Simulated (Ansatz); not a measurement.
Basis-set extrapolation for C6H8 (`C=CCC#CC`) (PBE0-D4/def2-TZVP geometry, frozen core, Ansatz 0.2.0). Multiplicity 1, RHF reference.

|  | def2-TZVPP | def2-QZVPP |
| --- | --- | --- |
| HF | -231.874099 | -231.884221 |
| MP2 correlation | -0.965191 | -1.026386 |
| CCSD(T) correlation | -1.056872 | not run |

Energies in hartree. Use E(X) = E(∞) + A·exp(−7.88·√X) for Hartree–Fock and E(X) = E(∞) + B·X^(−2.97) for correlation, with X = 3 and 4, and add CCSD(T) minus MP2 of the smaller set to the MP2 limit.

What is the CCSD(T) energy at the basis-set limit?

HF limit: -231.884221 + (-0.010122) × 0.13774 = -231.88562. MP2 limit: -1.026386 + (-0.061195) × 0.74074 = -1.07172. Higher-order term: -1.056872 − (-0.965191) = -0.09168. Total: -233.04902 hartree, 74.1 kcal/mol below CCSD(T)/def2-TZVPP.
